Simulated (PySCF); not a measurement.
C₆H₆, SMILES c1ccccc1.

Geometry optimised at r2SCAN-D4/def2-SVP.

Computed with PBE/def2-TZVP (PySCF).

```yaml
total_energy: -232.01923 hartree
point_group: D6h
highest_occupied_level: -6.29 eV
lowest_empty_level: -1.17 eV
orbital_gap: 5.12 eV
dipole_moment: 0.00 D
quadrupole, principal values (traceless, Buckingham form, about the centre of nuclear charge): -7.78, 3.89, 3.89 D·Å
mean_static_polarisability: 66.6 bohr³ (9.87 Å³)
polarisability_principal_values: 38.9, 80.4, 80.4 bohr³
```
